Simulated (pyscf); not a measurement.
6 gas-phase steps of one pattern: addition across a multiple bond or ene-type step on the singlet surface, H–H broken and As–H + Ge–H or As–H + H–Si or Ge–H + H–P or H–P + H–Si or H–Sb + H–Si formed. Optimised with ωB97X-D3(BJ)/def2-SVP in PySCF. Electronic energies in eV, from the separated reactants; ΔE‡ at ωB97M-D3(BJ)/def2-TZVP, beside the barrier at r²SCAN/def2-TZVP on the same structures. Rows were drawn at random from the steps of this pattern with a verified saddle, stable references and no exit in the data more than 5 kcal/mol lower.

```json
[
 {"row": "1", "step": "H₂Si=PH + H₂ → H₃Si–PH₂", "ΔE‡(r²SCAN)": "1.06", "ΔE‡": "1.22"},
 {"row": "2", "step": "HP=GeH₂ + H₂ → H₂P–GeH₃", "ΔE‡(r²SCAN)": "1.43", "ΔE‡": "1.55"},
 {"row": "3", "step": "H₂Si=AsH + H₂ → H₃Si–AsH₂", "ΔE‡(r²SCAN)": "1.06", "ΔE‡": "1.19"},
 {"row": "4", "step": "H₂Si=As–SiH₃ + H₂ → H₃Si–AsH–SiH₃", "ΔE‡(r²SCAN)": "0.98", "ΔE‡": "1.11"},
 {"row": "5", "step": "H₂Si=SbH + H₂ → H₃Si–SbH₂", "ΔE‡(r²SCAN)": "1.04", "ΔE‡": "?"},
 {"row": "6", "step": "H₂Ge=AsH + H₂ → H₃Ge–AsH₂", "ΔE‡(r²SCAN)": "1.42", "ΔE‡": "1.52"}
]
```

Task: From a straight line through the complete rows, estimate the missing barrier and say how far the line can be trusted.

Result: Over the 5 complete rows the means are +1.19 (ΔE‡(r²SCAN)) and 1.32 (ΔE‡); least squares gives b = 0.93 and a = 0.21 eV, with residuals of 0.01 eV (root mean square; largest 0.02, row 1). For row 5: 0.21 + 0.93 × (+1.04) = 1.18 eV. The computed barrier is 1.14 eV, 0.04 under the line. The line follows these rows closely. Each barrier is that of the saddle found. Elements up to Kr have no core potential and no relativistic terms here. Elements past Kr carry the def2 core potentials, without spin-orbit coupling.
